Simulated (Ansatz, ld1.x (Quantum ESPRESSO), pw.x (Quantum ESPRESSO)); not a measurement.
**Cr (bcc): variants of one PAW potential in the solid**

chromium (Cr), PAW, made with ld1.x (Quantum ESPRESSO) 7.5 (LDA (PW92), scalar-relativistic). Core [Ar], reference 3d5 4s0.5 4p0 (charge +0.5). Waves: 4s (bound): rcut 2.00, rcutus 2.50 bohr; 4s channel at 1 Ry: rcut 2.00, rcutus 2.50 bohr; 4p (bound, empty): rcut 2.25, rcutus 2.75 bohr; 4p channel at 0.8 Ry: rcut 2.25, rcutus 2.75 bohr; 3d (bound): rcut 1.75, rcutus 2.15 bohr; 3d channel at 0.05 Ry: rcut 1.75, rcutus 2.15 bohr. Local part: all-electron potential smoothed inside 1.90 bohr (lloc = -1). Core correction: a·sin(br)/r model core inside 1.60 bohr. Augmentation charge: BESSEL, radius 1.35 bohr.

Crystal test: bcc Cr in pw.x 7.5, no spin, 16³ k-points, Fermi–Dirac smearing 0.01 Ry, cutoffs set for each file from its atomic test. The reference is all-electron LAPW (Ansatz 0.2.0) with the same functional, mesh and smearing; V0 and B0 come from Birch–Murnaghan fits to the pressures at five volumes. Errors are pseudo minus all-electron; Δ is the rms difference of the E(V) curves that follow from these fits, minima aligned, over ±6 % about the mean V0. Mesh and smearing are coarse, so the numbers serve the comparison and aren't converged zero-temperature values; the lattice is a test structure that the element need not adopt. Spin polarisation and strong correlation are left out, which matters for this element.

All-electron: a0 = 2.789 Å (V0 = 10.85 Å³/atom), B0 = 298.7 GPa.

Base: The largest radius (2.75 bohr) exceeds half the bond length (2.28 bohr), so the spheres overlap, which is one possible source of error among others. This is a poor potential for the solid. Atomic configuration tests: 1 of 9 tests not solved or not reliable.

| change | cutoffs (Ry) | pw.x | a0 (Å) | a0 error (%) | B0 error (%) | Δ (meV/atom) | mean pressure error (GPa) |
| --- | --- | --- | --- | --- | --- | --- | --- |
| base | 45/360 | converged | 2.775 | -0.53 | +3.1 | 11.2 | -4.72 |
| core correction none | 45/360 | converged | 2.762 | -0.99 | +6.2 | 21.4 | -8.87 |
| core correction a·sin(br)/r model core inside 1.72 bohr | 45/360 | converged | 2.775 | -0.52 | +3.1 | 11.1 | -4.68 |
| core correction a·sin(br)/r model core inside 2.10 bohr | 45/360 | converged | 2.775 | -0.51 | +3.1 | 11.0 | -4.60 |
| core correction a·sin(br)/r model core inside 2.56 bohr | 45/360 | converged | 2.774 | -0.56 | +3.4 | 11.9 | -5.00 |

**Question.** Give the row for: core correction a·sin(br)/r model core inside 1.08 bohr.

**Answer.** pw.x: converged; mean pressure error (GPa): -4.79; a0 (Å): 2.774; a0 error (%): -0.54; B0 error (%): +3.4; Δ (meV/atom): 11.4.
